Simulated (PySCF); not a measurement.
Molfile (atoms numbered from 1):
```
C4H7O
     RDKit          3D

 12 11  0  0  0  0  0  0  0  0999 V2000
   -1.1315   -0.4127   -0.0464 C   0  0  0  0  0  0  0  0  0  0  0  0
    0.3543   -0.6459    0.1599 C   0  0  0  0  0  0  0  0  0  0  0  0
    1.1324    0.6721   -0.1356 C   0  0  0  0  0  0  0  0  0  0  0  0
    2.5348    0.5284    0.0376 C   0  0  0  0  0  0  0  0  0  0  0  0
    3.6325    0.3734    0.1853 O   0  0  0  0  0  0  0  0  0  0  0  0
   -1.6713   -1.3469    0.1634 H   0  0  0  0  0  0  0  0  0  0  0  0
   -1.5229    0.3594    0.6324 H   0  0  0  0  0  0  0  0  0  0  0  0
   -1.3601   -0.1198   -1.0818 H   0  0  0  0  0  0  0  0  0  0  0  0
    0.7290   -1.4336   -0.5108 H   0  0  0  0  0  0  0  0  0  0  0  0
    0.5673   -0.9560    1.1939 H   0  0  0  0  0  0  0  0  0  0  0  0
    0.8261    1.5004    0.5350 H   0  0  0  0  0  0  0  0  0  0  0  0
    0.9884    1.0203   -1.1785 H   0  0  0  0  0  0  0  0  0  0  0  0
  1  2  1  0
  2  3  1  0
  3  4  1  0
  4  5  3  0
  1  6  1  0
  1  7  1  0
  1  8  1  0
  2  9  1  0
  2 10  1  0
  3 11  1  0
  3 12  1  0
M  CHG  1   5   1
M  END
```

Geometry: PBE0-D3(BJ)/def2-SVP; GIAO shifts from PySCF 2.14.0 with density-fitted response routines, gas phase, non-relativistic, averaged over equivalent atoms.

At PBE0/pcSseg-1 (120 basis functions, 15 s wall time on 1 thread of an Arm Neoverse N1, shared host):
```csv
atoms,δ (ppm)
C4,162.7
C2,26.7
C1,18.7
C3,14.4
O5,361.2
H11/H12,3.61
H9/H10,2.53
H6/H7/H8,1.84
```

Shifts are taken against calculated references (same method and geometry level): 13C (σ = 184.41 ppm) and 1H (σ = 31.27 ppm) against TMS; 17O (σ = 334.56 ppm) vs H2O.

What do these become at wB97X-D/pcSseg-2?

Results:


| atoms | δ at wB97X-D/pcSseg-2 | change |
| --- | --- | --- |
| C4 | 165.9 | +3.2 |
| C2 | 26.7 | +0.0 |
| C1 | 17.8 | -0.9 |
| C3 | 16.0 | +1.6 |
| O5 | 355.3 | -5.9 |
| H11/H12 | 3.67 | +0.06 |
| H9/H10 | 2.55 | +0.02 |
| H6/H7/H8 | 1.64 | -0.20 |

Scale: 13C (σref 184.42) and 1H (σref 31.36) against TMS; 17O (σref 326.83) vs H2O (reference shieldings calculated alike).

The largest change is at O5 (oxygen bonded to C). Cost: 278 basis functions, 69 s wall time on 1 thread of an Arm Neoverse N1, shared host. The order of the carbon signals is the same at both levels.

Unscaled 17O shifts of doubly bonded oxygen tend to come out too high, by tens of ppm or more. Experimental scales use liquid or dissolved standards, which lie at an offset from isolated H2O (liquid H2O: subtract about 36 ppm).
